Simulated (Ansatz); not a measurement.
Basis-set extrapolation for `S[B]Cl` radical (PBE0-D4/def2-TZVP geometry, frozen core, the Gaussian-basis code of Ansatz). Multiplicity 2, UHF reference.

```json
{"": "HF", "def2-TZVPP": "-882.340124", "def2-QZVPP": "-882.364890"}
{"": "MP2 correlation", "def2-TZVPP": "-0.437592", "def2-QZVPP": "-0.477771"}
{"": "CCSD(T) correlation", "def2-TZVPP": "-0.498990", "def2-QZVPP": "not run"}
```

Energies in hartree. Use E(X) = E(∞) + A·exp(−7.88·√X) for Hartree–Fock and E(X) = E(∞) + B·X^(−2.97) for correlation, with X = 3 and 4, and add CCSD(T) minus MP2 of the smaller set to the MP2 limit.

**Question.** What is the CCSD(T) energy at the basis-set limit?

**Answer.** HF limit: -882.364890 + (-0.024766) × 0.13774 = -882.36830. MP2 limit: -0.477771 + (-0.040179) × 0.74074 = -0.50753. Higher-order term: -0.498990 − (-0.437592) = -0.06140. Total: -882.93723 hartree, 2.67 eV below CCSD(T)/def2-TZVPP.
